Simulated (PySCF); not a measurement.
C4H6, SMILES C=CC=C (connectivity only; charge and spin as stated), charge +1, multiplicity 2. Atoms are numbered in the order given.

```xyz
10

C      0.1055    -1.8684     0.0000
C     -0.4175    -0.5728     0.0000
C      0.4175     0.5728     0.0000
C     -0.1055     1.8684     0.0000
H      1.1955    -2.0435     0.0000
H     -0.5574    -2.7496     0.0000
H     -1.5134    -0.4348     0.0000
H      1.5134     0.4348     0.0000
H      0.5574     2.7496     0.0000
H     -1.1955     2.0435     0.0000
```
Charge +1, spin multiplicity 2.

Geometry: PBE-D3(BJ)/def2-SVP. The spin state was assumed, not searched. The values are those of a single conformer.

Computed with PBE/def2-TZVP (PySCF).

Computed frontier levels, dipole moment and polarisability:
```json
{
  "α spin, highest occupied and lowest empty level": "-12.73 and -9.08 eV",
  "β spin, highest occupied and lowest empty level": "-14.30 and -11.58 eV",
  "dipole_moment_about_the_centre_of_nuclear_charge": "0.00 D",
  "mean_static_polarisability": "50.4 bohr³ (7.47 Å³)",
  "polarisability_principal_values": "24.6, 39.6, 87.0 bohr³",
  "⟨S²⟩": "0.760 (pure state 0.75)"
}
```
